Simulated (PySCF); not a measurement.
# CH8Si2 (SMILES [SiH3]C[SiH3]): a chain of runs

We compute the energy (PW91/6-31G*), then the energy (MP2/cc-pV(T+d)Z) of CH8Si2. The job is set up through a Python script.

The results are computed with PySCF 2.14.0.

### Step 1. The system as given

CH8Si2: 11 atoms, total charge 0, spin state singlet. As SMILES, `[SiH3]C[SiH3]`. The shape is that of a PBE0-D4/def2-TZVP optimisation.

Bond lengths: Si1–C2 1.872 Å, C2–Si3 1.872 Å, Si1–H4 1.488 Å, Si1–H5 1.487 Å, Si1–H6 1.487 Å, C2–H7 1.095 Å, C2–H8 1.095 Å, Si3–H9 1.487 Å, Si3–H10 1.487 Å, Si3–H11 1.488 Å. Some angles: Si1–C2–Si3 114.4°, Si1–C2–H7 108.8°, Si1–C2–H8 108.8°, Si3–C2–H7 108.8°, Si3–C2–H8 108.8°, C2–Si1–H4 111.1°, C2–Si1–H5 110.2°, C2–Si1–H6 110.2°, C2–Si3–H9 110.2°, C2–Si3–H10 110.2°.

### Step 2. The energy at PW91/6-31G(d) (density fitting with cc-pvdz-jkfit, spherical functions) (run 4)

Input file calc.py:

```python
from pyscf import gto, dft

mol = gto.M(
    atom=[
    ('Si', (-1.158980, 1.034720, -0.344660)),
    ('C', (-0.286340, -0.621440, -0.365590)),
    ('Si', (1.335180, -0.652340, 0.569590)),
    ('H', (-2.435800, 0.976800, -1.106490)),
    ('H', (-0.293510, 2.078920, -0.955560)),
    ('H', (-1.463790, 1.436810, 1.054620)),
    ('H', (-0.954100, -1.377620, 0.060730)),
    ('H', (-0.099440, -0.908830, -1.405770)),
    ('H', (1.110650, -0.304370, 1.998260)),
    ('H', (2.282060, 0.336720, -0.011600)),
    ('H', (1.964060, -1.999380, 0.506460)),
],
    basis='6-31g*',
    max_memory=1860,
    verbose=3,
)

ks = dft.RKS(mol)
ks.xc = 'pw91'
ks = ks.density_fit(auxbasis='cc-pvdz-jkfit')
ks.kernel()

e_tot = ks.e_tot
print('E = %.10f Eh' % e_tot)
```

Launch:

```
$ OMP_NUM_THREADS=1 python calc.py
```

The program printed:

```text
converged SCF energy = -621.785135711374
E = -621.7851357114 Eh
```

Run time: 18 s. Hardware: 1 thread of Intel Xeon at 2.50GHz (Skylake/Cascade Lake), shared host; peak memory 0.33 GiB.

### Step 3. A single-point energy at MP2/cc-pV(T+d)Z (density fitting with cc-pvqz-jkfit) (run 6)

Input file run.py:

```python
from pyscf import gto, scf, mp

mol = gto.M(
    atom=[
    ('Si', (-1.158980, 1.034720, -0.344660)),
    ('C', (-0.286340, -0.621440, -0.365590)),
    ('Si', (1.335180, -0.652340, 0.569590)),
    ('H', (-2.435800, 0.976800, -1.106490)),
    ('H', (-0.293510, 2.078920, -0.955560)),
    ('H', (-1.463790, 1.436810, 1.054620)),
    ('H', (-0.954100, -1.377620, 0.060730)),
    ('H', (-0.099440, -0.908830, -1.405770)),
    ('H', (1.110650, -0.304370, 1.998260)),
    ('H', (2.282060, 0.336720, -0.011600)),
    ('H', (1.964060, -1.999380, 0.506460)),
],
    max_memory=1860,
    basis='cc-pv(t+d)z',
    verbose=4,
)

calc0 = scf.RHF(mol)
calc0 = calc0.density_fit(auxbasis='cc-pvqz-jkfit')
calc0.kernel()

pt = mp.MP2(calc0).run()
e_final = pt.e_tot
print('E(%s) = %.9f' % ('MP2', e_final))
calc0.analyze()
```

Launch:

```
$ OMP_NUM_THREADS=1 python run.py
```

The program printed:

```text
PySCF version 2.14.0

[... 75 lines left out ...]
Nuclear Repulsion Energy =             151.529950733084775
[... 17 lines left out ...]
MO #12  energy= -0.956257067115223 occ= 2
[... 15 lines left out ...]
MO #28  energy= 0.189922184737986  occ= 0
[... 15 lines left out ...]
MO #44  energy= 0.470957252492818  occ= 0
[... 15 lines left out ...]
MO #60  energy= 0.835477734652829  occ= 0
[... 15 lines left out ...]
MO #76  energy= 1.16286857840505   occ= 0
[... 15 lines left out ...]
MO #92  energy= 1.52326431564904   occ= 0
[... 15 lines left out ...]
MO #108 energy= 1.79402959363943   occ= 0
[... 15 lines left out ...]
MO #124 energy= 2.9434432269753    occ= 0
[... 15 lines left out ...]
MO #140 energy= 3.50922447535348   occ= 0
[... 15 lines left out ...]
MO #156 energy= 3.8037160895166    occ= 0
[... 15 lines left out ...]
MO #172 energy= 4.12075589200462   occ= 0
[... 15 lines left out ...]
MO #188 energy= 4.45178164376557   occ= 0
[... 15 lines left out ...]
MO #204 energy= 5.18193945481508   occ= 0
[... 15 lines left out ...]
MO #220 energy= 11.83467496725     occ= 0
[... 195 lines left out ...]
pop of  9 H 2s            0.00216
pop of  9 H 3s            0.00114
pop of  9 H 2px           0.00267
pop of  9 H 2py           0.00272
pop of  9 H 2pz           0.00108
pop of  9 H 3px           0.00012
pop of  9 H 3py           0.00011
pop of  9 H 3pz           0.00010
pop of  9 H 3dxy          0.00027
pop of  9 H 3dyz          0.00011
pop of  9 H 3dz^2         0.00004
pop of  9 H 3dxz          0.00010
pop of  9 H 3dx2-y2       0.00002
pop of  10 H 1s           1.13220
pop of  10 H 2s           0.00226
pop of  10 H 3s           0.00107
pop of  10 H 2px          0.00126
pop of  10 H 2py          0.00459
pop of  10 H 2pz          0.00029
pop of  10 H 3px          0.00011
pop of  10 H 3py          0.00012
pop of  10 H 3pz          0.00010
pop of  10 H 3dxy         0.00022
pop of  10 H 3dyz         0.00002
pop of  10 H 3dz^2        0.00012
pop of  10 H 3dxz         0.00002
pop of  10 H 3dx2-y2      0.00015
 ** Mulliken atomic charges  **
charge of    0Si =      0.67171
charge of    1C =     -0.70937
charge of    2Si =      0.67170
charge of    3H =     -0.14253
charge of    4H =     -0.14627
charge of    5H =     -0.14628
charge of    6H =      0.11806
charge of    7H =      0.11805
charge of    8H =     -0.14628
charge of    9H =     -0.14627
charge of   10H =     -0.14253
Dipole moment(X, Y, Z, Debye): -0.32221, -0.69937, -0.41135
```

Wall time 11 s (1 thread of Intel Xeon at 2.50GHz (Skylake/Cascade Lake), shared host); peak memory 0.43 GiB.

### Step 4. Summary of results

| quantity | value |
| --- | --- |
| run 4, PW91/6-31G*: total energy | -621.78514 Eh |
| run 4, PW91/6-31G*: dipole moment | 0.90 D |
| run 4, PW91/6-31G*: HOMO energy | -7.47 eV |
| run 4, PW91/6-31G*: LUMO energy | -0.11 eV |
| run 4, PW91/6-31G*: HOMO–LUMO gap | 7.36 eV |
| run 6, MP2/cc-pV(T+d)Z: total energy | -621.12160 Eh |
| run 6, MP2/cc-pV(T+d)Z: dipole moment (Hartree–Fock density) | 0.87 D |
| run 6, MP2/cc-pV(T+d)Z: HOMO energy (Hartree–Fock orbitals) | -11.83 eV |
| run 6, MP2/cc-pV(T+d)Z: LUMO energy (Hartree–Fock orbitals) | 3.18 eV |
| run 6, MP2/cc-pV(T+d)Z: HOMO–LUMO gap (Hartree–Fock orbitals) | 15.00 eV |
| run 6, MP2/cc-pV(T+d)Z: correlation energy | -682.5 mEh |

In words: Mulliken charges (run 4, PW91/6-31G*) run from -0.69 on C2 to +0.25 on Si1.
